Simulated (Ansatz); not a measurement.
Geometry optimisation, RKS B3LYP/6-31G* (Ansatz 0.2.0).

Input file:

```yaml
crystal:
  periodic: [false, false, false]
  atoms:
    - { symbol: Si, position_ang: [-0.446478, 0.313975, -0.400823] }
    - { symbol: C, position_ang: [-0.115793, -0.205744, 2.631842] }
    - { symbol: H, position_ang: [-0.256834, -0.553503, 3.661984] }
    - { symbol: H, position_ang: [0.293995, -1.030528, 2.045471] }
    - { symbol: H, position_ang: [0.585663, 0.632597, 2.63825] }
    - { symbol: H, position_ang: [0.44415, 1.19936, 0.371724] }
    - { symbol: H, position_ang: [-0.338371, 0.660955, -1.844349] }
    - { symbol: H, position_ang: [-0.131841, -1.125822, -0.234187] }
    - { symbol: Cl, position_ang: [-2.466803, 0.641532, 0.13037] }
    - { symbol: H, position_ang: [-1.092088, 0.118277, 2.244118] }
basis:
  gaussian: { orbitals: "6-31G*" }
hamiltonian:
  xc: b3lyp
relax:
  f_tol: 0.03
  max_steps: 50
```

Run as:

```bash
$ ansatz run input.yaml --threads 1 --pin off --max-ram 2048MiB --backend cpu --events-out ev --progress --plain --runs-dir out
```

Q: Where does it end, and by what steps?

A: It converged. The force dipped under the threshold on the way, but the program's further checks kept it going. After 10 steps the energy has fallen by 0.254 eV; H5 moved furthest, 0.80 Å.

| step | energy less start (eV) | largest force component (eV/Å) | accepted |
| --- | --- | --- | --- |
| 0 | 0.0000 | 0.653 | yes |
| 1 | -0.1895 | 0.219 | yes |
| 2 | -0.2269 | 0.292 | yes |
| 3 | -0.2365 | 0.179 | yes |
| 4 | -0.2492 | 0.170 | yes |
| 5 | -0.2515 | 0.050 | yes |
| 6 | -0.2525 | 0.007 | yes |
| 7 | -0.2530 | 0.035 | yes |
| 8 | -0.2533 | 0.036 | yes |
| 9 | -0.2536 | 0.023 | yes |
| 10 | -0.2537 | 0.019 | yes |

```xyz
10
Properties=species:S:1:pos:R:3
Si -0.575 0.452 -1.132
C -0.005 -0.344 3.341
H -0.202 -0.753 4.336
H 0.448 -1.118 2.715
H 0.679 0.506 3.425
H 0.330 1.359 -0.388
H -0.491 0.721 -2.588
H -0.236 -0.963 -0.850
Cl -2.527 0.804 -0.505
H -0.946 -0.013 2.891
```

Whether the end is a true minimum wasn't checked by a vibrational analysis.

Time of the run: 27 s on 1 thread of Arm Neoverse V2 (shared host), peak memory 0.14 GiB.
